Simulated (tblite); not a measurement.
Species: C₃HO (doublet state).
SMILES: `[CH]=C=C=O`

Method: GFN2-xTB as coded in tblite; computed harmonic values from a numerical Hessian at the method's own geometry, unscaled. Against measured fundamentals such values can be off by several per cent, at times by over 20. Open shells enter through the occupations alone, without spin polarisation, and single modes of such species can be off by tens of per cent. If a linear radical's state is orbitally degenerate (Π), vibronic coupling splits its bends, which this method leaves out.

Task: How many normal modes are there?

Result: 5 atoms, linear: 3N − 5 = 10.

Task: What is the point group of the computed structure, and how do the modes divide by symmetry?

Result: C∞v. The vibrations span 4 σ+ + 3 π.

Task: How many distinct wavenumbers does the calculation give?

Result: 7, with degenerate components joined.

Task: How many fundamentals are allowed in the infrared by symmetry?

Result: 7 of 7, those that transform like x, y or z. All fundamentals are allowed in the Raman spectrum.

Task: What thermal excitation has the softest real mode at 500 K?

Result: 209.2 cm⁻¹ is a vibrational temperature θ of 301 K. The population of v = 1 over v = 0 is exp(−θ/T) = 0.55, and the mean quantum number is 1.2, for each component of the degenerate mode taken as one oscillator.

On one thread, Arm Neoverse V1 (aarch64), shared host with 64 logical CPUs at a one-minute load of 14, this took under 0.1 s. The figure is for the frequency step alone.
